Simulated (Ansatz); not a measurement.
# H3Si: search for lower mean-field states, by script

A script is to give a search for lower mean-field states; the system is H3Si. SMILES: [SiH3].

Computed with Ansatz 0.2.0, driven from Python. Level of theory: PBE/6-31G*.

### 1 Starting point

Bond lengths: Si1–H2 1.449 Å, Si1–H3 1.449 Å, Si1–H4 1.448 Å. Angles: H2–Si1–H3 115.4°, H2–Si1–H4 115.4°, H3–Si1–H4 115.3°.

The script holds or builds the structure itself.

### 2 The code

The input, h3si_states.py:

```python
"""Restricted and unrestricted solutions of H3Si, stretched and not."""

import warnings

import ansatz as az
import numpy as np


def main() -> None:
    warnings.simplefilter("ignore", az.DeckWarning)

    geometry_ang = [
        ("Si", (0.2066, -0.0189, -0.1151)),
        ("H", (0.5871, 0.6618, 1.1056)),
        ("H", (-0.195, -1.4016, 0.0434)),
        ("H", (-0.5987, 0.7587, -1.0339)),
    ]
    geometry = az.Crystal.molecule()
    for symbol, xyz in geometry_ang:
        geometry = geometry.atom(symbol, xyz)
    symbols = [site.symbol for site in geometry.cartesian_sites]

    start = np.array([site.position_ang for site in geometry.cartesian_sites])
    for factor in [1.0, 1.3]:
        xyz = (start - start.mean(axis=0)) * factor
        scaled = az.Crystal.molecule()
        for symbol, place in zip(symbols, xyz):
            scaled = scaled.atom(symbol, place.tolist())
        model = scaled.calculation()
        model = model.basis(gaussian="6-31G*")
        model = model.functional("pbe").spin("collinear", total=1)
        for search in ("off", "standard"):
            try:
                summary = model.scf(lower_state_search=search).run().report
            except az.AnsatzError as error:
                print(f"x{factor} search {search}: {type(error).__name__}")
                continue
            state = summary["mean_field"]["state"]
            print(f"all distances x{factor}, search {search:8s} E = {summary['free_energy_ev']:.5f} eV  <S^2> = {abs(state['spin_squared']):.3f}  other states met: {len(summary['mean_field']['others'])}")


if __name__ == "__main__":
    main()
```

### 3 The calls as engine input

The engine receives this input (first run):

```yaml
crystal:
  periodic: [false, false, false]
  atoms:
    - { symbol: Si, position_ang: [0.2066, -0.018900000000000028, -0.1151] }
    - { symbol: H, position_ang: [0.5871, 0.6618, 1.1056] }
    - { symbol: H, position_ang: [-0.195, -1.4016, 0.0434] }
    - { symbol: H, position_ang: [-0.5987, 0.7587, -1.0339] }
basis:
  gaussian:
    orbitals: "6-31G*"
hamiltonian:
  xc: pbe
magnetization:
  spin_polarized: true
  initial_magnetization: 1.0
scf:
  lower_state_search: "off"
```

### 4 Launch

Started as:

```sh
python h3si_states.py
```

The log of the run:

```text
all distances x1.0, search off      E = -7919.69552 eV  <S^2> = 0.753  other states met: 0
all distances x1.0, search standard E = -7919.69552 eV  <S^2> = 0.753  other states met: 0
all distances x1.3, search off      E = -7917.54520 eV  <S^2> = 0.752  other states met: 0
all distances x1.3, search standard E = -7917.54520 eV  <S^2> = 0.752  other states met: 0
```

Wall time 1.7 s (1 thread of Arm Neoverse V2, shared host); peak memory 0.15 GiB.

### 5 Inputs of later runs

The engine's inputs for the other runs:

Run 2, against run 1:

```diff
@@ -17 +17 @@
-  lower_state_search: "off"
+  lower_state_search: standard
```

Run 3, against run 1:

```diff
@@ -4,4 +4,4 @@
-    - { symbol: Si, position_ang: [0.2066, -0.018900000000000028, -0.1151] }
-    - { symbol: H, position_ang: [0.5871, 0.6618, 1.1056] }
-    - { symbol: H, position_ang: [-0.195, -1.4016, 0.0434] }
-    - { symbol: H, position_ang: [-0.5987, 0.7587, -1.0339] }
+    - { symbol: Si, position_ang: [0.26858000000000004, -0.024570000000000036, -0.14962999999999999] }
+    - { symbol: H, position_ang: [0.76323, 0.8603400000000001, 1.43728] }
+    - { symbol: H, position_ang: [-0.2535, -1.82208, 0.056420000000000005] }
+    - { symbol: H, position_ang: [-0.7783100000000001, 0.9863100000000001, -1.34407] }
```

Run 4, against run 1:

```diff
@@ -4,4 +4,4 @@
-    - { symbol: Si, position_ang: [0.2066, -0.018900000000000028, -0.1151] }
-    - { symbol: H, position_ang: [0.5871, 0.6618, 1.1056] }
-    - { symbol: H, position_ang: [-0.195, -1.4016, 0.0434] }
-    - { symbol: H, position_ang: [-0.5987, 0.7587, -1.0339] }
+    - { symbol: Si, position_ang: [0.26858000000000004, -0.024570000000000036, -0.14962999999999999] }
+    - { symbol: H, position_ang: [0.76323, 0.8603400000000001, 1.43728] }
+    - { symbol: H, position_ang: [-0.2535, -1.82208, 0.056420000000000005] }
+    - { symbol: H, position_ang: [-0.7783100000000001, 0.9863100000000001, -1.34407] }
@@ -17 +17 @@
-  lower_state_search: "off"
+  lower_state_search: standard
```

Lines on the test bed's own set-up are left out of the output.

### 6 Run by run

One row for each of the 4 runs:

```
run    search  energy from run 2 (eV)  <S²>  SCF cycles  CPU time (s)
  1       off                  0.0000  0.75          14          0.27
  2  standard                  0.0000  0.75          12          0.39
  3       off                  2.1503  0.75          15          0.26
  4  standard                  2.1503  0.75          13          0.36
```

### 7 Summary of results

```
                       quantity  value
lower state found by the search   none
                  runs compared      4
```

What this shows: The search finds no state below that of the single start. All 4 runs converged, in 12 to 15 cycles. What to keep in mind:
- The count of other states can hold repeated and symmetry-equivalent ends of the search; scaling all distances is a test, and for more than two atoms no physical path.
- The structure is a rough, unrelaxed start.
- The species is open-shell (spin multiplicity 2).
